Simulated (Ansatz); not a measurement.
Relaxation of CH6NS (9 atoms, charge 0, multiplicity 2), to a largest force component of 0.03 eV/Å in at most 50 steps.

The calculation used UKS PBE0/def2-SVP (Ansatz 0.2.0).

```xyz
9
Properties=species:S:1:pos:R:3:forces:R:3
H -0.949 0.102 0.953 -0.05 0.05 0.02
S -1.102 0.568 -1.662 -0.04 0.04 -0.02
C 0.606 0.110 -1.410 0.05 -0.05 0.01
N -0.342 -0.296 1.674 0.02 -0.05 0.01
H 0.992 -0.513 -2.230 0.01 0.00 -0.01
H 0.726 -0.367 -0.423 0.05 0.01 -0.01
H 1.196 1.045 -1.389 -0.04 0.01 -0.01
H -0.261 0.415 2.399 -0.01 -0.01 0.00
H -0.866 -1.065 2.088 0.00 0.01 0.02
```

Where does it end, and by what steps?

It converged. After 6 steps the energy has fallen by 0.005 eV; H1 moved furthest, 0.09 Å.

```
step  energy less start (eV)  largest force component (eV/Å)  accepted
   0                  0.0000                           0.055       yes
   1                  0.0050                           0.392        no
   2                 -0.0032                           0.197       yes
   3                 -0.0035                           0.171       yes
   4                 -0.0045                           0.090       yes
   5                 -0.0040                           0.096        no
   6                 -0.0048                           0.004       yes
```

```xyz
9
Properties=species:S:1:pos:R:3
H -0.993 0.139 1.016
S -1.095 0.545 -1.691
C 0.623 0.118 -1.434
N -0.371 -0.316 1.689
H 1.013 -0.530 -2.232
H 0.762 -0.322 -0.432
H 1.190 1.066 -1.460
H -0.212 0.366 2.430
H -0.917 -1.065 2.114
```

Whether the end is a true minimum wasn't checked by a vibrational analysis.

Run time: 22 s on 2 threads of Intel(R) Xeon(R) Platinum 8488C (Sapphire Rapids), on a shared host, peak memory 0.21 GiB.
